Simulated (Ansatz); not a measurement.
What a trial cell of Zn relaxes into

Level of theory: DFT PBEsol, scalar-relativistic, plane waves, PAW (Ansatz). Cutoff 420 eV, Γ-centred k mesh, Gaussian smearing, no spin polarisation in the final step.

The start puts Zn on the trigonal selenium structure type (P3_121, No. 152), at a guessed volume.

```
CELL_PARAMETERS angstrom
3.61511 0.00000 0.00000
-1.80755 3.13078 0.00000
0.00000 0.00000 4.10146
ATOMIC_POSITIONS crystal
Zn 0.22540 0.00000 0.33333
Zn 0.00000 0.22540 0.66667
Zn 0.77460 0.77460 0.00000
```

Cell and atoms relax at zero pressure; the relaxation can't lower the symmetry of the start. After a coarse first stage the cell is made exact in the group found at 0.06 Å.

Energies count from the standard state of Zn at the same level.

(1) What does it relax into?

(2) What are its volume, energy, density and gap?

Answers

(1) It ends in R-3m (No. 166). Conventional cell: a = 4.198 Å, c = 2.835 Å. Zn has 6 Zn at 2.60 Å, 2 Zn at 2.83 Å and 6 Zn at 3.07 Å.

```cif
data_structure
_symmetry_space_group_name_H-M 'R-3m:H'
_symmetry_Int_Tables_number 166
_cell_length_a 4.1978
_cell_length_b 4.1978
_cell_length_c 2.8348
_cell_angle_alpha 90.000
_cell_angle_beta 90.000
_cell_angle_gamma 120.000
_cell_volume 43.26
loop_
_atom_site_label
_atom_site_type_symbol
_atom_site_symmetry_multiplicity
_atom_site_Wyckoff_symbol
_atom_site_fract_x
_atom_site_fract_y
_atom_site_fract_z
_atom_site_occupancy
Zn1 Zn 3 b 0.00000 0.00000 0.50000 1
```

(2) The volume per atom is 14.42 Å³. The density is 7.53 g/cm³. The energy over the standard structure is 0.10 eV/atom. The gap on the 24×24×24 mesh is 0 eV (a metal).

The final run used a 24×24×24 mesh on its 1-atom cell and 0.10 eV smearing. For metals, differences of a few meV/atom aren't resolved. A structure relaxed within its symmetry needn't be a true minimum.